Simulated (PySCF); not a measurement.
## Stretching SiN⁺

Set-up: PySCF, no relativity, basis sets Si def2-TZVP, N def2-TZVP. Energies in eV from Si⁺ + N in their ground configurations at the same level. All curves are PBE0. state 1: ³Σ⁻ (triplet), unpaired electrons π ↑↑; state 2: ³Π (triplet), unpaired electrons σ ↑, π ↑, a second solution, started from another occupation; state 3: Ms = 0 determinant of mixed spin (⟨S²⟩ near 1.0), unpaired electrons π ↑↓, a mixture of terms (⟨Lz²⟩ = 2.0), a second solution, started from another occupation; state 4: Ms = 0 determinant of mixed spin (⟨S²⟩ near 1.0), unpaired electrons σ ↓, π ↑, a second solution, started from another occupation.

```json
{"R (Å)": "1.538", "state 1": "-1.673", "state 2": "-2.224", "state 3": "-1.187", "state 4": "-1.870"}
{"R (Å)": "1.609", "state 1": "-2.259", "state 2": "-2.500", "state 3": "-1.778", "state 4": "-2.125"}
{"R (Å)": "1.681", "state 1": "-2.580", "state 2": "-2.557", "state 3": "-2.101", "state 4": "-2.159"}
{"R (Å)": "1.734", "state 1": "-2.693", "state 2": "-2.499", "state 3": "-2.216", "state 4": "-2.083"}
{"R (Å)": "1.788", "state 1": "-2.724", "state 2": "-2.382", "state 3": "-2.247", "state 4": "-1.947"}
{"R (Å)": "1.842", "state 1": "-2.693", "state 2": "-2.223", "state 3": "-2.214", "state 4": "-1.767"}
{"R (Å)": "1.913", "state 1": "-2.579", "state 2": "-1.976", "state 3": "-2.098", "state 4": "-1.482"}
{"R (Å)": "2.003", "state 1": "-2.360", "state 2": "-1.656", "state 3": "-1.871", "state 4": "-1.090"}
{"R (Å)": "2.110", "state 1": "-2.033", "state 2": "-1.310", "state 3": "-1.530", "state 4": "-0.657"}
{"R (Å)": "2.253", "state 1": "-1.562", "state 2": "-0.956", "state 3": "-1.023", "state 4": "-0.207"}
```

Put a parabola through the three lowest points of the state 1 curve and estimate Re, k and ωe (reduced mass 9.332 u; 1 eV/Å² = 0.16022 mdyn/Å; ωe = 1302.8·√(k/μ) cm⁻¹).

Through R = 1.734, 1.788, 1.842 Å the second-order coefficient is 10.6 eV/Å², so Re ≈ 1.788 Å, k ≈ 3.41 mdyn/Å and ωe ≈ 787 cm⁻¹. A polynomial fit of higher order to the unrounded PBE0 energies gives Re = 1.785 Å, k = 3.52 mdyn/Å, ωe = 800 cm⁻¹; anharmonicity and rounding make the difference.

The higher-order fit for each curve: state 1: Re = 1.785 Å, ωe = 800 cm⁻¹, De = 2.72 eV; state 2: Re = 1.668 Å, ωe = 946 cm⁻¹, minimum 2.56 eV below the ground-state fragments; state 3: Re = 1.785 Å, ωe = 807 cm⁻¹, minimum 2.25 eV below the ground-state fragments; state 4: Re = 1.658 Å, ωe = 976 cm⁻¹, minimum 2.17 eV below the ground-state fragments.

⟨S²⟩ of the unrestricted solution departs from its pure value on part of the curve, where spin states mix. For an ion De counts to the pair picked by the measured ionisation energies or electron affinities, which need not be the lowest pair at this level. The state was picked by a PBE0 search and need not be the measured ground state.
